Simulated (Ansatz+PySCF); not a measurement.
## triplet BHO2: levels of theory in one basis

```xyz
4

O     0.0000    0.0000   -0.8912
O     0.0000    0.0000    0.8912
B    30.0000    0.0000   -0.4592
H    30.0000    0.0000    2.2960
```

Basis set: 6-31G (spherical functions). Correlated methods keep 3 orbitals frozen. Correlation on ROHF uses semicanonical orbitals with singles. Charge 0, multiplicity 3.

Computed with Ansatz (development build ahead of 0.2.0); each method stands on the lowest determinant of its kind that the runs found. NEVPT2 correlates all electrons. Active spaces start from the frontier orbitals, and the lowest solution found is given.

| method | E − E(ROHF) (eV) | <S²> of the determinant |
| --- | --- | --- |
| ROHF | 0.00 | 2.00 |
| UHF | -4.21 | 3.81 |
| ROHF-MP2 | -5.67 | – |
| ROHF-CCSD(T) | -11.77 | – |
| UHF-CCSD(T) | -9.71 | 3.81 |
| CASSCF(6,6) | -2.83 | – |
| CASSCF(4,4) | -2.12 | – |
| SC-NEVPT2(6,6) | -7.18 | – |
| SC-NEVPT2(4,4) | -6.77 | – |

Task: What does UHF-MP2 give on the same scale?

Result: -7.90 eV.

Task: Is a single determinant a sound starting point here?

Result: It is doubtful. Unrestricted orbitals lower Hartree–Fock by 4.21 eV and <S²> is 3.81 where a pure state has 2.00, a sign of strong static correlation. The CASSCF(6,6) natural occupations are 1.95, 1.54, 1.00, 1.00, 0.46, 0.05. The CASSCF(4,4) natural occupations are 1.54, 1.00, 1.00, 0.46.

Caution for ROHF, ROHF-MP2, ROHF-CCSD(T): an unrestricted determinant lies well below. Caution for UHF, UHF-MP2, UHF-CCSD(T): the unrestricted determinant is a mixture of spin states. Caution for ROHF-MP2, UHF-MP2, ROHF-CCSD(T), UHF-CCSD(T): large amplitudes, a single reference is doubtful; a plain start can end on a higher determinant. Caution for ROHF-MP2, UHF-MP2: forces differ strongly between restricted and unrestricted references. Caution for ROHF-MP2, UHF-CCSD(T): another reference gives a lower total. Caution for ROHF-CCSD(T): the amplitudes may be one of several solutions. Caution for UHF-CCSD(T): the program finds a lower state of this spin; the program doubts this total. Caution for CASSCF(6,6), CASSCF(4,4), SC-NEVPT2(6,6), SC-NEVPT2(4,4): other starts end on other solutions of this active space.
